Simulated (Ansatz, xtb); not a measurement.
Two structures of H6NOSi+

Structure I: `N[SiH2][OH2+]`, a singlet. Structure II: a singlet given by its coordinates. Both are isolated ions in the gas phase, relaxed with PBE0-D3(BJ)/pcseg-1; the shapes shown needn't be the lowest conformers.

I (Å):

```yaml
atoms:
  - { symbol: N, position_ang: [-2.6918, -0.6746, 1.7551] }
  - { symbol: O, position_ang: [-0.6882, -0.9902, -0.1969] }
  - { symbol: Si, position_ang: [-1.0359, -0.5014, 1.6228] }
  - { symbol: H, position_ang: [-3.3569, 0.0627, 1.5420] }
  - { symbol: H, position_ang: [-3.1302, -1.4701, 2.2091] }
  - { symbol: H, position_ang: [-0.5068, 0.8684, 1.5217] }
  - { symbol: H, position_ang: [-0.2684, -1.5355, 2.3368] }
  - { symbol: H, position_ang: [-1.2576, -1.6294, -0.6643] }
  - { symbol: H, position_ang: [0.1600, -0.8873, -0.6674] }
```

II (Å):

| atom | x (Å) | y (Å) | z (Å) |
| --- | --- | --- | --- |
| N | -1.9108 | -0.5338 | 2.2449 |
| O | -1.4210 | -1.0201 | -0.4741 |
| Si | -0.6026 | 0.2355 | 0.8977 |
| H | -2.8010 | -0.0275 | 2.2581 |
| H | -2.1297 | -1.5269 | 2.1189 |
| H | -1.5211 | -0.4444 | 3.1906 |
| H | 0.3340 | -0.9068 | 1.2427 |
| H | -1.8305 | -0.6062 | -1.2546 |
| H | -0.9256 | -1.8004 | -0.7826 |

Close contacts (Å): N1–Si3 2.03, O2–Si3 2.03, N1–H4 1.02, N1–H5 1.02, N1–H6 1.03, O2–H8 0.97, O2–H9 0.97, Si3–H7 1.52.

Problem. Which of the two would you expect CCSD(T)/def2-TZVP electronic energies to favour?

Solution. Structure I; the calculation gives E(II) − E(I) = +95.5 kJ/mol.

The same difference at several levels:

```csv
level,geometry,E(II) − E(I) (kJ/mol),departure from the last row (kJ/mol),"job, with rough time for the two"
PBE0-D3(BJ)/pcseg-1,PBE0-D3(BJ)/pcseg-1,+78.8,−16.7,"optimisation, 44 s"
HF/def2-TZVP,PBE0-D3(BJ)/pcseg-1,+119.8,+24.3,part of the CCSD(T) run
MP2/def2-TZVP,PBE0-D3(BJ)/pcseg-1,+109.2,+13.7,part of the CCSD(T) run
CCSD(T)/def2-TZVP,PBE0-D3(BJ)/pcseg-1,+95.5,,"single point, 38 s"
```

None of the levels shown reverses the order. The largest departure from CCSD(T)/def2-TZVP is that of HF/def2-TZVP, 24.3 kJ/mol. Levels run at GFN2-xTB geometries aren't shown.

With harmonic frequencies from PBE0-D3(BJ)/pcseg-1 (ideal gas, rigid rotor, one conformer each, 298.15 K, 1 atm): on the last row, ΔE + ΔZPE = +106.7, ΔH = +106.4, ΔG = +107.3 kJ/mol.

The correlated steps freeze 7 core orbitals. Run with Ansatz 0.2.0; the last row on 1 thread of Arm Neoverse V2 on a shared host.
